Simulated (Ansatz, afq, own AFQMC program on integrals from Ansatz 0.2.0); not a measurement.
AFQMC on a folder of integrals that Ansatz 0.2.0 wrote.

```yaml
crystal:
  periodic: [false, false, false]
  atoms:
    - {symbol: Se, position_ang: [0.000000, 0.000000, 0.000000]}
    - {symbol: Li, position_ang: [0.000000, 0.000000, 2.560600]}
basis:
  gaussian: {orbitals: cc-pVDZ}
total_charge: 1
magnetization: {spin_polarized: false}
correlation: {method: ccsd_t, electrons: outside_noble_gas, hamiltonian_folder: ham}
```

```sh
$ ansatz run in.yaml --threads 1 --pin off --events-out ev --progress --plain --max-ram 1843MiB
```

Options of the walk:

```
--method free --trial cisd --walkers 190 --time-step 0.03 --max-blocks 80 --target-error 0.00029 --factor-cut 1e-05 --seed 100 --times 0,0.3,0.6,1.2,1.8,2.4,3.6,4.8,6 --taylor-order 8
```

Times are imaginary, in 1/Eh. The walk had a cap of 523 s. Filled inner d shells are frozen with the cores.

Log:

```
orbitals 26  electrons 3 3  factors 180 of 459
reference energy -2406.98597275 Eh
CCSD correlation -0.11187928 Eh in 14 cycles, weight of the determinant in the CISD state 0.8318
repeat  energy at the last time / Eh  error
    10  -2407.102762  0.000621
    20  -2407.102554  0.000585
    30  -2407.103080  0.000547
    40  -2407.103531  0.000525
    50  -2407.103604  0.000454
    60  -2407.103803  0.000456
    70  -2407.103719  0.000419
    80  -2407.103704  0.000382
time / (1/Eh)  energy / Eh  error  mean overlap
  0.00  -2407.097729  0.000066  1.2018
  0.30  -2407.100417  0.000088  1.1974
  0.60  -2407.101753  0.000090  1.1953
  1.20  -2407.102879  0.000088  1.2019
  1.80  -2407.103314  0.000122  1.2005
  2.40  -2407.103602  0.000151  1.2100
  3.60  -2407.103805  0.000204  1.2174
  4.80  -2407.103796  0.000321  1.2255
  6.00  -2407.103704  0.000382  1.2476
energy -2407.103704 +/- 0.000382 Eh
```

The run passed its tests (error under three times the target), which doesn't prove that it has relaxed.

Against this walk (error 10.4 meV) on the same determinant: CCSD(T) 35.8 meV higher, CCSDT(Q) 135.9 meV lower, CCSDTQ 132.8 meV lower, full CI 132.9 meV lower. The error is statistical, and a free projection of finite length keeps a remainder of its start. Full CI is exact here, so the walk's 133 meV above it is the walk's own error: what remains of the start. The determinant is a poor start (see the cautions), so the low cluster orders aren't to be relied on, and full CI is the sure value.

Cautions: remainder of the start not in the error; error above the target (10.4 against 7.9 meV); no relativity below Rb; no spin-orbit coupling; inner d shell frozen; another spin lies lower; restricted determinant unstable towards unrestricted (UHF 1.59 eV lower, ⟨S²⟩ 1.02); strong correlation (T1 0.008, weight of the determinant 0.83, largest double 0.33); the CCSDT(Q) amplitudes may be one of several solutions (largest double 0.95); the CCSDTQ amplitudes may be one of several solutions (largest double 0.97); the determinant fills πx and πy unequally, so it mixes two states of the linear molecule, and each level undoes that mixture to a different degree, while full CI gives the lower state; CCSDTQ on the UHF determinant differs (1.25 eV lower), perhaps since the unrestricted series falls towards higher spin.

The walk took 110 s on 1 thread of Intel(R) Xeon(R) 6975P-C (Granite Rapids), with other jobs on the host. The log's last line is the free-projection energy.

CCSDT and higher add their correlation energy to the determinant of the CCSD(T) run, since their own runs factorise the integrals more tightly (a shift of under 2 meV).
